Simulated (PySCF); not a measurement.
## Relaxation of quartet B₃

Computed with UPBE0 in PySCF with B def2-TZVP; no relativity; density-fitted integrals. A (50,194) grid was used.

A hand-made obtuse triangle start, of C2v symmetry, held to at least that symmetry:

```xyz
3
charge 0 multiplicity 4, angstrom
B     0.0000   -0.6800    0.0000
B     1.3260    0.3400    0.0000
B    -1.3260    0.3400    0.0000
```

Problem. What forces act on the atoms at the start (eV/Å)?

Solution. 
```tsv
atom	Fx	Fy	Fz
B1	0.00	2.16	0.00
B2	-2.01	-1.08	0.00
B3	2.01	-1.08	0.00
```

Problem. What does it relax to?

Solution. It ends at C2v with B–B 1.573 Å (×2), B–B 1.872 Å; B–B–B 53.5° (×2), B–B–B 73.0°. A frequency run shows a minimum. Other isomers or separated fragments may lie lower.

Problem. How much energy is released, and in how many steps?

Solution. 65.5 kJ/mol in 7 steps.

At this level a doublet minimum of D3h symmetry lies 125 kJ/mol below this structure.
